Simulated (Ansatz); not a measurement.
A short molecular-dynamics run on C2H5FS (`CSCF`).

```yaml
crystal:
  periodic: [false, false, false]
  atoms:
    - {symbol: C, position_ang: [-0.632991, 1.035957, 0.624993]}
    - {symbol: S, position_ang: [0.089444, 0.664657, -0.980338]}
    - {symbol: C, position_ang: [0.607522, -1.012136, -0.701235]}
    - {symbol: F, position_ang: [1.696291, -1.111053, 0.142677]}
    - {symbol: H, position_ang: [-1.475898, 0.376354, 0.837517]}
    - {symbol: H, position_ang: [0.115323, 0.957791, 1.412957]}
    - {symbol: H, position_ang: [-0.992402, 2.064107, 0.580512]}
    - {symbol: H, position_ang: [0.884184, -1.424293, -1.674203]}
    - {symbol: H, position_ang: [-0.203072, -1.597784, -0.260081]}
basis:
  gaussian: {orbitals: "6-31G*"}
hamiltonian: {xc: {name: PBE}, dispersion: d4}
md: {timestep: 0.5 fs, n_steps: 50, ensemble: nvt_langevin, temperature: 700, initial_velocities: maxwell_boltzmann, friction: 0.01, seed: 930}
```

```sh
$ ansatz run in.yaml --threads 2 --pin off --events-out ev --progress --plain --max-ram 4352MiB
```

```tsv
step	time (fs)	potential energy (eV)	kinetic (eV)	T (K)	conserved (eV)
0	0.0	-15696.7353	0.7239	622	–
1	0.5	-15696.7212	0.6686	575	–
2	1.0	-15696.6806	0.6777	583	–
3	1.5	-15696.6216	0.6994	601	–
4	2.0	-15696.5534	0.6252	537	–
5	2.5	-15696.4837	0.5481	471	–
6	3.0	-15696.4201	0.4990	429	–
7	3.5	-15696.3694	0.4489	386	–
8	4.0	-15696.3317	0.3847	331	–
9	4.5	-15696.3036	0.3353	288	–
10	5.0	-15696.2812	0.3391	292	–
11	5.5	-15696.2596	0.3521	303	–
12	6.0	-15696.2358	0.2917	251	–
13	6.5	-15696.2097	0.2538	218	–
14	7.0	-15696.1826	0.2346	202	–
15	7.5	-15696.1556	0.2209	190	–
16	8.0	-15696.1310	0.1913	164	–
17	8.5	-15696.1207	0.1883	162	–
18	9.0	-15696.1321	0.2274	195	–
19	9.5	-15696.1678	0.2570	221	–
20	10.0	-15696.2271	0.3149	271	–
21	10.5	-15696.2939	0.3387	291	–
22	11.0	-15696.3548	0.3917	337	–
23	11.5	-15696.3990	0.4122	354	–
24	12.0	-15696.4199	0.4231	364	–
25	12.5	-15696.4207	0.4181	359	–
26	13.0	-15696.4132	0.4310	371	–
27	13.5	-15696.4058	0.4128	355	–
28	14.0	-15696.4065	0.4220	363	–
29	14.5	-15696.4179	0.4407	379	–
30	15.0	-15696.4342	0.4737	407	–
31	15.5	-15696.4497	0.5461	469	–
32	16.0	-15696.4601	0.5628	484	–
33	16.5	-15696.4622	0.5686	489	–
34	17.0	-15696.4592	0.5437	467	–
35	17.5	-15696.4544	0.5764	495	–
36	18.0	-15696.4438	0.5619	483	–
37	18.5	-15696.4304	0.5254	452	–
38	19.0	-15696.4197	0.5322	457	–
39	19.5	-15696.4156	0.5430	467	–
40	20.0	-15696.4211	0.5498	473	–
41	20.5	-15696.4318	0.5466	470	–
42	21.0	-15696.4445	0.5869	504	–
43	21.5	-15696.4545	0.6420	552	–
44	22.0	-15696.4579	0.6451	555	–
45	22.5	-15696.4547	0.6608	568	–
46	23.0	-15696.4400	0.6889	592	–
47	23.5	-15696.4205	0.6742	580	–
48	24.0	-15696.3986	0.6331	544	–
49	24.5	-15696.3755	0.6430	553	–
50	25.0	-15696.3463	0.6105	525	–
```

Velocities are drawn at the set temperature; a run this short doesn't reach equilibrium.

Frames (Å, forces in eV/Å):

```xyz
9
time=0.0 fs
C    -0.633    1.036    0.625   -0.031    0.045    0.098
S     0.089    0.665   -0.980    0.000    0.545   -0.689
C     0.608   -1.012   -0.701    0.144   -0.253    0.053
F     1.696   -1.111    0.143    0.453    0.003    0.409
H    -1.476    0.376    0.838   -0.310   -0.217    0.127
H     0.115    0.958    1.413    0.250   -0.051    0.297
H    -0.992    2.064    0.581   -0.135    0.340    0.023
H     0.884   -1.424   -1.674    0.006   -0.165   -0.408
H    -0.203   -1.598   -0.260   -0.375   -0.246    0.090
9
time=1.0 fs
C    -0.629    1.034    0.607    0.754    0.826    1.071
S     0.084    0.666   -0.974    0.211    0.373   -1.159
C     0.611   -1.011   -0.712   -0.312   -0.645    0.982
F     1.701   -1.112    0.147    0.303    0.077    0.137
H    -1.453    0.406    0.854   -1.108   -0.903    0.148
H     0.114    0.940    1.433   -0.167    0.217   -0.354
H    -1.013    2.065    0.559    0.144    0.075    0.084
H     0.889   -1.433   -1.676    0.002   -0.186   -0.490
H    -0.206   -1.606   -0.229    0.172    0.167   -0.418
9
time=2.0 fs
C    -0.623    1.033    0.590    0.886    1.348    1.943
S     0.079    0.667   -0.968    0.463    0.150   -1.695
C     0.614   -1.013   -0.723   -0.545   -1.033    1.544
F     1.707   -1.112    0.152    0.137    0.134   -0.136
H    -1.439    0.426    0.870   -1.537   -1.277    0.110
H     0.108    0.920    1.450   -0.345    0.472   -0.794
H    -1.036    2.066    0.536    0.441   -0.227    0.151
H     0.898   -1.447   -1.688   -0.102   -0.056   -0.238
H    -0.208   -1.617   -0.199    0.603    0.490   -0.885
9
time=3.0 fs
C    -0.616    1.032    0.575    0.365    1.400    2.784
S     0.074    0.666   -0.962    0.710   -0.094   -2.239
C     0.616   -1.017   -0.732   -0.478   -1.352    1.721
F     1.713   -1.112    0.156    0.003    0.185   -0.358
H    -1.440    0.441    0.887   -1.418   -1.227   -0.073
H     0.099    0.902    1.459   -0.356    0.667   -1.027
H    -1.050    2.066    0.515    0.668   -0.409    0.208
H     0.911   -1.464   -1.705   -0.269    0.167    0.193
H    -0.201   -1.628   -0.173    0.776    0.663   -1.209
9
time=4.0 fs
C    -0.608    1.032    0.562   -0.702    0.889    3.534
S     0.070    0.665   -0.957    0.957   -0.352   -2.790
C     0.618   -1.022   -0.739   -0.272   -1.488    1.777
F     1.720   -1.113    0.160   -0.097    0.223   -0.525
H    -1.452    0.443    0.904   -0.790   -0.784   -0.422
H     0.087    0.889    1.454   -0.156    0.764   -0.960
H    -1.052    2.060    0.498    0.713   -0.323    0.236
H     0.923   -1.482   -1.717   -0.397    0.364    0.507
H    -0.185   -1.636   -0.158    0.745    0.706   -1.357
9
time=5.0 fs
C    -0.600    1.034    0.552   -1.802    0.246    3.941
S     0.067    0.664   -0.953    1.191   -0.590   -3.271
C     0.620   -1.027   -0.745    0.073   -1.358    1.758
F     1.726   -1.113    0.164   -0.173    0.244   -0.661
H    -1.471    0.437    0.913   -0.113   -0.290   -0.732
H     0.070    0.885    1.441    0.176    0.762   -0.651
H    -1.044    2.052    0.483    0.625   -0.081    0.254
H     0.929   -1.501   -1.723   -0.442    0.504    0.637
H    -0.161   -1.637   -0.157    0.466    0.564   -1.275
9
time=6.0 fs
C    -0.593    1.035    0.546   -2.782   -0.279    4.020
S     0.064    0.664   -0.950    1.407   -0.810   -3.686
C     0.622   -1.034   -0.751    0.575   -0.870    1.741
F     1.732   -1.113    0.166   -0.243    0.251   -0.764
H    -1.491    0.431    0.916    0.431    0.095   -0.930
H     0.054    0.887    1.425    0.597    0.669   -0.159
H    -1.033    2.043    0.474    0.477    0.221    0.244
H     0.932   -1.516   -1.717   -0.387    0.517    0.467
H    -0.131   -1.631   -0.168   -0.075    0.206   -0.933
9
time=7.0 fs
C    -0.587    1.034    0.545   -3.457   -0.590    3.694
S     0.062    0.663   -0.947    1.552   -0.991   -3.938
C     0.624   -1.041   -0.756    1.114   -0.190    1.699
F     1.739   -1.112    0.170   -0.327    0.239   -0.872
H    -1.503    0.428    0.915    0.725    0.274   -0.974
H     0.046    0.899    1.407    1.041    0.525    0.450
H    -1.022    2.033    0.467    0.316    0.541    0.224
H     0.929   -1.527   -1.708   -0.248    0.448    0.161
H    -0.103   -1.623   -0.185   -0.714   -0.257   -0.443
9
time=8.0 fs
C    -0.584    1.034    0.548   -3.968   -0.614    3.018
S     0.061    0.664   -0.946    1.630   -1.135   -4.017
C     0.628   -1.047   -0.760    1.576    0.674    1.732
F     1.745   -1.111    0.174   -0.417    0.203   -0.970
H    -1.509    0.429    0.911    0.836    0.336   -0.917
H     0.043    0.914    1.389    1.499    0.383    1.126
H    -1.012    2.030    0.458    0.225    0.659    0.231
H     0.922   -1.530   -1.697   -0.017    0.256   -0.327
H    -0.083   -1.616   -0.208   -1.364   -0.762    0.124
9
time=9.0 fs
C    -0.584    1.033    0.552   -4.073   -0.215    2.468
S     0.060    0.664   -0.945    1.670   -1.213   -3.969
C     0.634   -1.053   -0.763    1.803    1.321    1.838
F     1.750   -1.111    0.177   -0.523    0.151   -1.066
H    -1.503    0.429    0.900    0.739    0.305   -0.752
H     0.049    0.936    1.381    1.672    0.282    1.431
H    -1.003    2.041    0.452    0.256    0.368    0.259
H     0.913   -1.531   -1.690    0.219    0.087   -0.752
H    -0.074   -1.615   -0.232   -1.764   -1.086    0.544
9
time=10.0 fs
C    -0.588    1.031    0.559   -3.335    0.418    2.274
S     0.060    0.664   -0.946    1.661   -1.239   -3.801
C     0.643   -1.057   -0.764    1.659    1.501    1.941
F     1.755   -1.109    0.180   -0.605    0.099   -1.145
H    -1.487    0.431    0.884    0.352    0.094   -0.460
H     0.071    0.960    1.383    1.335    0.227    1.133
H    -0.993    2.058    0.448    0.298   -0.052    0.296
H     0.908   -1.534   -1.692    0.357    0.045   -0.870
H    -0.077   -1.619   -0.249   -1.723   -1.092    0.633
9
time=11.0 fs
C    -0.594    1.029    0.567   -1.863    1.096    2.162
S     0.060    0.664   -0.947    1.622   -1.198   -3.541
C     0.653   -1.058   -0.763    1.105    1.143    2.010
F     1.758   -1.108    0.184   -0.666    0.049   -1.209
H    -1.464    0.431    0.860   -0.342   -0.309   -0.031
H     0.101    0.983    1.393    0.670    0.168    0.519
H    -0.981    2.072    0.445    0.269   -0.349    0.343
H     0.904   -1.536   -1.702    0.389    0.150   -0.635
H    -0.093   -1.627   -0.259   -1.185   -0.748    0.383
9
time=12.0 fs
C    -0.600    1.030    0.576   -0.244    1.716    2.023
S     0.060    0.664   -0.950    1.586   -1.155   -3.237
C     0.663   -1.061   -0.762    0.277    0.519    2.098
F     1.761   -1.106    0.187   -0.732   -0.002   -1.264
H    -1.445    0.429    0.831   -1.048   -0.736    0.402
H     0.133    1.009    1.405   -0.058    0.050   -0.100
H    -0.967    2.083    0.441    0.167   -0.512    0.381
H     0.907   -1.539   -1.717    0.350    0.305   -0.224
H    -0.121   -1.642   -0.260   -0.298   -0.185   -0.079
9
time=13.0 fs
C    -0.606    1.031    0.586    1.095    2.075    1.814
S     0.060    0.663   -0.954    1.512   -1.108   -2.851
C     0.673   -1.064   -0.758   -0.542    0.038    2.097
F     1.763   -1.104    0.190   -0.772   -0.060   -1.281
H    -1.433    0.422    0.811   -1.510   -1.012    0.704
H     0.162    1.035    1.416   -0.646   -0.112   -0.542
H    -0.948    2.090    0.443   -0.008   -0.520    0.384
H     0.909   -1.536   -1.731    0.325    0.396    0.134
H    -0.153   -1.657   -0.260    0.546    0.303   -0.460
9
time=14.0 fs
C    -0.611    1.035    0.598    1.563    1.809    1.563
S     0.061    0.662   -0.959    1.404   -1.032   -2.387
C     0.684   -1.066   -0.752   -1.139   -0.274    1.805
F     1.764   -1.103    0.191   -0.757   -0.108   -1.226
H    -1.435    0.405    0.800   -1.299   -0.786    0.774
H     0.183    1.056    1.424   -0.991   -0.262   -0.752
H    -0.929    2.094    0.448   -0.208   -0.422    0.374
H     0.918   -1.527   -1.745    0.271    0.466    0.521
H    -0.181   -1.669   -0.264    1.155    0.608   -0.672
9
time=15.0 fs
C    -0.614    1.041    0.611    1.256    0.839    1.232
S     0.062    0.661   -0.964    1.278   -0.937   -1.896
C     0.694   -1.068   -0.744   -1.528   -0.267    1.416
F     1.764   -1.102    0.192   -0.679   -0.160   -1.111
H    -1.449    0.377    0.796   -0.523   -0.097    0.687
H     0.192    1.073    1.425   -1.055   -0.391   -0.706
H    -0.911    2.093    0.457   -0.468   -0.110    0.323
H     0.925   -1.511   -1.754    0.281    0.441    0.717
H    -0.197   -1.672   -0.277    1.438    0.681   -0.660
9
time=16.0 fs
C    -0.617    1.049    0.626    0.679   -0.279    0.740
S     0.063    0.661   -0.970    1.144   -0.822   -1.403
C     0.705   -1.071   -0.736   -1.689   -0.014    0.869
F     1.763   -1.102    0.191   -0.531   -0.208   -0.909
H    -1.468    0.347    0.797    0.304    0.678    0.589
H     0.193    1.089    1.420   -0.897   -0.507   -0.463
H    -0.894    2.092    0.469   -0.731    0.253    0.251
H     0.935   -1.489   -1.758    0.310    0.359    0.787
H    -0.200   -1.665   -0.300    1.411    0.539   -0.461
9
time=17.0 fs
C    -0.618    1.057    0.642   -0.030   -1.099   -0.008
S     0.064    0.659   -0.977    1.018   -0.673   -0.939
C     0.714   -1.073   -0.727   -1.639    0.365    0.259
F     1.762   -1.103    0.190   -0.335   -0.239   -0.640
H    -1.485    0.322    0.799    0.902    1.265    0.549
H     0.185    1.102    1.409   -0.465   -0.604    0.006
H    -0.881    2.095    0.481   -0.921    0.489    0.179
H     0.949   -1.466   -1.755    0.341    0.252    0.742
H    -0.191   -1.651   -0.330    1.130    0.243   -0.148
9
time=18.0 fs
C    -0.620    1.063    0.658   -0.707   -1.528   -0.952
S     0.064    0.657   -0.983    0.881   -0.526   -0.492
C     0.721   -1.074   -0.717   -1.306    0.986   -0.186
F     1.760   -1.105    0.189   -0.106   -0.253   -0.315
H    -1.491    0.308    0.805    1.149    1.547    0.547
H     0.171    1.112    1.399    0.192   -0.647    0.629
H    -0.875    2.098    0.492   -1.031    0.602    0.134
H     0.967   -1.437   -1.740    0.404    0.042    0.390
H    -0.171   -1.635   -0.358    0.524   -0.224    0.245
9
time=19.0 fs
C    -0.622    1.069    0.673   -1.094   -1.577   -1.731
S     0.066    0.655   -0.989    0.728   -0.390   -0.086
C     0.727   -1.076   -0.706   -0.755    1.727   -0.693
F     1.758   -1.107    0.187    0.183   -0.259    0.088
H    -1.483    0.309    0.817    1.073    1.520    0.534
H     0.158    1.111    1.396    0.763   -0.613    1.110
H    -0.881    2.102    0.505   -1.023    0.582    0.126
H     0.987   -1.407   -1.722    0.459   -0.171   -0.023
H    -0.146   -1.620   -0.383   -0.335   -0.818    0.675
9
time=20.0 fs
C    -0.625    1.074    0.685   -0.793   -1.164   -2.104
S     0.069    0.653   -0.996    0.567   -0.250    0.287
C     0.734   -1.076   -0.695   -0.384    2.275   -1.240
F     1.756   -1.109    0.185    0.578   -0.247    0.588
H    -1.461    0.325    0.831    0.599    1.103    0.538
H     0.151    1.108    1.405    0.939   -0.532    1.176
H    -0.900    2.107    0.519   -0.909    0.447    0.139
H     1.012   -1.380   -1.704    0.454   -0.332   -0.343
H    -0.126   -1.612   -0.398   -1.052   -1.299    0.958
9
time=21.0 fs
C    -0.628    1.079    0.695    0.099   -0.422   -2.196
S     0.073    0.651   -1.003    0.402   -0.117    0.635
C     0.741   -1.074   -0.686   -0.557    2.369   -1.613
F     1.753   -1.111    0.182    0.992   -0.217    1.101
H    -1.432    0.350    0.847   -0.208    0.334    0.590
H     0.150    1.104    1.423    0.794   -0.422    0.927
H    -0.928    2.110    0.533   -0.728    0.299    0.152
H     1.042   -1.357   -1.688    0.382   -0.441   -0.555
H    -0.116   -1.616   -0.405   -1.176   -1.383    0.959
9
time=22.0 fs
C    -0.630    1.083    0.704    1.256    0.535   -2.080
S     0.076    0.649   -1.010    0.203    0.000    0.985
C     0.748   -1.071   -0.678   -1.305    2.028   -1.799
F     1.750   -1.114    0.180    1.431   -0.169    1.629
H    -1.406    0.378    0.870   -1.109   -0.601    0.658
H     0.158    1.094    1.444    0.404   -0.278    0.454
H    -0.965    2.114    0.552   -0.449    0.067    0.169
H     1.075   -1.332   -1.675    0.258   -0.545   -0.707
H    -0.115   -1.637   -0.401   -0.688   -1.038    0.691
9
time=23.0 fs
C    -0.631    1.089    0.711    1.966    1.299   -1.897
S     0.080    0.647   -1.018    0.005    0.097    1.324
C     0.753   -1.067   -0.671   -2.111    1.333   -2.132
F     1.750   -1.115    0.177    1.775   -0.105    2.082
H    -1.392    0.402    0.895   -1.690   -1.295    0.675
H     0.163    1.082    1.469    0.038   -0.105   -0.012
H    -1.010    2.119    0.576   -0.068   -0.248    0.172
H     1.114   -1.311   -1.670   -0.021   -0.551   -0.511
H    -0.121   -1.669   -0.389    0.106   -0.426    0.298
9
time=24.0 fs
C    -0.629    1.097    0.716    1.765    1.296   -1.471
S     0.084    0.644   -1.026   -0.157    0.190    1.631
C     0.757   -1.061   -0.665   -2.581    0.626   -2.651
F     1.750   -1.115    0.176    2.038   -0.035    2.457
H    -1.396    0.413    0.924   -1.458   -1.260    0.498
H     0.165    1.067    1.499   -0.305    0.102   -0.504
H    -1.062    2.124    0.597    0.365   -0.568    0.166
H     1.151   -1.300   -1.671   -0.370   -0.469   -0.121
H    -0.125   -1.702   -0.380    0.702    0.117   -0.006
9
time=25.0 fs
C    -0.625    1.107    0.719    0.766    0.464   -0.863
S     0.087    0.641   -1.034   -0.290    0.280    1.890
C     0.759   -1.055   -0.661   -2.648    0.074   -3.049
F     1.751   -1.115    0.176    2.175    0.046    2.669
H    -1.413    0.408    0.960   -0.511   -0.563    0.095
H     0.164    1.051    1.528   -0.512    0.312   -0.896
H    -1.109    2.123    0.617    0.727   -0.722    0.132
H     1.181   -1.296   -1.674   -0.665   -0.365    0.218
H    -0.118   -1.729   -0.372    0.959    0.474   -0.195
```

It took 60 s on 2 threads of an Arm Neoverse V1 on a shared host, with 0.43 GiB of host memory at the peak.
